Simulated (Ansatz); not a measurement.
A run of Ansatz (development build ahead of 0.2.0) on doublet PO₂ at this shape:

```xyz
3

O     0.0020    0.2002   -1.3151
P    -0.0066   -0.4243   -0.0356
O     0.0305    0.1989    1.4042
```

Its results:

```json
{
 "Converged": "yes",
 "Reference energy": "-490.17170 hartree",
 "Correlation energy": "-0.46112 hartree",
 "Total energy": "-490.63282 hartree",
 "Spin squared of the determinant": "0.750",
 "Stability test": "minimum among restricted orbitals",
 "Occupied orbitals by symmetry in an Abelian subgroup (alpha; beta)": "13 A' 3 A''; 12 A' 3 A''"
}
```

Messages of the program:
```
mean field -13338.25150984 eV, -490.1717019952 hartree, gradient 9.3e-7 eV, S^2 0.750000; 11 other ends of a descent, 0 dependent functions left out
```

Which input gives this output? Name the method, the orbitals and the basis set, and write the input.

ROHF-MP2 in def2-SVP.

```yaml
crystal:
  periodic: [false, false, false]
  atoms:
    - { symbol: O, position_ang: [0.00203, 0.20024, -1.31514] }
    - { symbol: P, position_ang: [-0.00663, -0.42431, -0.03561] }
    - { symbol: O, position_ang: [0.03047, 0.19895, 1.40425] }
basis:
  gaussian: { orbitals: def2-SVP }
magnetization:
  initial_magnetization: 1
hamiltonian:
  xc: hf
correlation:
  method: mp2
  frozen_orbitals: { O: 1, P: 5 }
```
